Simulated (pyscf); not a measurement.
HO–Al(Cl)–Cl + hydrogen fluoride (HF) → HO–Al(Cl)–Cl + hydrogen fluoride (HF) (four-centre exchange; singlet surface; H–O, F–H broken, H–O, F–H formed). PySCF, gas phase, ωB97X-D3(BJ)/def2-SVP geometries. Correlated levels are frozen-core, on RHF or UHF. ΔMP2 is the change of the MP2 total energy from the triple- to the quadruple-zeta basis. Energies in kcal/mol from the separated reactants.

```
level                             barrier  reaction energy
--------------------------------  -------  ---------------
ωB97X-D3(BJ)/def2-TZVP               33.8              0.0
PBE/def2-TZVP                        25.8              0.0
r²SCAN/def2-TZVP                     29.1              0.0
B3LYP-D3(BJ)/def2-TZVP               31.7              0.0
M06-2X/def2-TZVP                     32.8              0.0
MP2/def2-QZVPP                       35.0              0.0
CCSD(T)/def2-TZVPP + ΔMP2(QZVPP)        ?              0.0
```

Q: What belongs in the gaps?

A: 
- CCSD(T)/def2-TZVPP + ΔMP2(QZVPP), barrier: 36.8

Of the functionals in the table, ωB97X-D3(BJ) is closest to CCSD(T)/def2-TZVPP + ΔMP2(QZVPP) in the barrier (3.0 kcal/mol apart) and PBE least close (11.1 kcal/mol); that level has limits of its own. On the reactant side the descent ends in a bound adduct, 8.3 kcal/mol under the separated species and 42.2 kcal/mol under the saddle at ωB97X-D3(BJ)/def2-TZVP. On the product side the descent ends in a bound adduct, 8.3 kcal/mol under the separated species and 42.2 kcal/mol under the saddle at ωB97X-D3(BJ)/def2-TZVP. One saddle was located; it need not be the lowest between these sides. The CCSD(T) − MP2 part came from Ansatz, without density fitting, on the same reference.
